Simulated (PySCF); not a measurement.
# Simulated absorption spectrum

CH6BN.
Geometry (PBE0-D3(BJ)/def2-SVP, Å), atoms numbered from 1 in this order:
```xyz
9
CH6BN angstrom
C     -1.1330   -0.1511   -0.0328
B      0.2969    0.4716   -0.2405
N      1.4657   -0.2302    0.0480
H     -1.1323   -1.1721    0.3814
H     -1.7341    0.4904    0.6341
H     -1.6779   -0.1710   -0.9924
H      0.4237    1.6026   -0.6691
H      1.4690   -1.1752    0.4116
H      2.3900    0.1586   -0.0805
```

Method: TDDFT PBE0/def2-SVPD, vertical, gas phase, core orbitals frozen in the response in PySCF.

Computed states:

```tsv
state	E (eV)	f
S1	7.50	0.0006
S2	7.54	0.037
S3	8.04	0.024
S4	8.33	0.204
S5	8.68	0.0036
S6	8.83	0.0024
S7	8.99	0.091
S8	9.06	0.018
S9	9.30	0.102
S10	9.42	0.186
```

Broadening: Gaussians 0.5 eV wide at half height, area fixed by f = 4.319×10⁻⁹ ∫ε dν̃. The width is an assumption, not a result. The curve ends short of the highest state used, and states not computed would add to its high-energy end.

(1) What does the envelope look like, and where are its maxima?

(2) Coming from long wavelengths, where does ε first pass 100 L mol⁻¹ cm⁻¹?

## Answers

(1) 
| E (eV) | ε (L mol⁻¹ cm⁻¹) |
| --- | --- |
| 6.75 | 2 |
| 6.82 | 7 |
| 6.89 | 20 |
| 6.96 | 52 |
| 7.03 | 119 |
| 7.11 | 273 |
| 7.18 | 502 |
| 7.25 | 827 |
| 7.32 | 1224 |
| 7.39 | 1630 |
| 7.46 | 1956 |
| 7.53 | 2132 |
| 7.61 | 2132 |
| 7.68 | 2037 |
| 7.75 | 2000 |
| 7.82 | 2193 |
| 7.89 | 2774 |
| 7.96 | 3848 |
| 8.04 | 5683 |
| 8.11 | 7646 |
| 8.18 | 9592 |
| 8.25 | 11060 |
| 8.32 | 11640 |
| 8.39 | 11154 |
| 8.47 | 9531 |
| 8.54 | 7711 |
| 8.61 | 6117 |
| 8.68 | 5180 |
| 8.75 | 5080 |
| 8.82 | 5748 |

Maxima: 164 nm (7.57 eV), ε about 2200, made up of S2 (93%); 149 nm (8.32 eV), ε about 12000, made up of S4 (95%) (ε in L mol⁻¹ cm⁻¹; maxima over ε = 5, shares over 10%). At its high-energy end, 8.82 eV, the curve is still rising (ε about 5700, from S4 and S7).

(2) At about 177 nm (7.02 eV), 0.48 eV below S1.

The vertical ionisation energy (ΔSCF) is 10.78 eV, 1.36 eV above S10.
